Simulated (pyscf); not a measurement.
Single points on ωB97X-D3(BJ)/def2-SVP structures (PySCF, gas phase).

`[F][N]([F])[F]` + `[FH]` → `[F][F]` + `[F][NH][F]`
Surface: singlet. Broken: F–N, F–H. Formed: F–F, H–N. Give ΔE‡ and ΔE from M06-2X/def2-TZVP, relative to the separated reactants.

ΔE‡ = 615.5 kJ/mol, ΔE = +347.8 kJ/mol. ωB97M-D3(BJ)/def2-TZVP gives 568.5 kJ/mol and +334.4 kJ/mol. Zero-point energy shifts the barrier by -9.8 kJ/mol. It is a four-centre exchange, with an imaginary mode of 1276i cm⁻¹. The same reactants have a lower exit, to F• + F–N•–F + HF (no saddle counted: cutting one bond costs +246.8 kJ/mol at ωB97M-D3(BJ)/def2-TZVP, against +568.5 kJ/mol here). One saddle was located; it need not be the lowest between these sides. A restricted solution here is unstable towards spin polarisation, so biradical character is likely and single-reference numbers are less safe.
